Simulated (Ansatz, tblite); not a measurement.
Cost and result up the ladder for diborane mono F (B₂H₅F) (8 atoms). Total charge 0; singlet. Geometry: PBE-D4/def2-TZVP.

| atom | x (Å) | y (Å) | z (Å) |
| --- | --- | --- | --- |
| B1 | 0.379 | -0.128 | 0.787 |
| F2 | 1.694 | 0.135 | 0.928 |
| H3 | -0.255 | -0.529 | 1.723 |
| H4 | 0.146 | -0.942 | -0.291 |
| B5 | -0.393 | 0.125 | -0.788 |
| H6 | 0.273 | 0.526 | -1.697 |
| H7 | -1.562 | -0.117 | -0.882 |
| H8 | -0.283 | 0.930 | 0.220 |

Ansatz on 4 threads of Arm Neoverse V2 on a shared host; xTB runs through tblite on one thread. Times are rough, summed over both states, and most runs start from the orbitals of an earlier one. PBE0-D4/def2-TZVP serves as the yardstick here, not as an exact answer. The other state is a triplet.

The xTB rows come from tblite.

Run but left out: PBE-D4/def2-TZVP (triplet: an occupied level 0.00 eV above an empty one).

xTB has no spin-polarisation term.

```csv
level,functions,vertical triplet (eV),difference from PBE0-D4/def2-TZVP (eV)
PBE0-D4/def2-TZVP,123,6.97,0.00
GFN2-xTB,17,6.09,-0.89
GFN1-xTB,22,6.92,-0.05
r2SCAN-D4/def2-TZVP (with forces),123,6.68,-0.29
```

(1) Estimate how long each takes.

Results:

(1) GFN2-xTB 0.004 s; GFN1-xTB 0.032 s; PBE0-D4/def2-TZVP 1.9 s; r2SCAN-D4/def2-TZVP (with forces) 3.3 s. On shared hardware such times vary by a factor of up to 3.
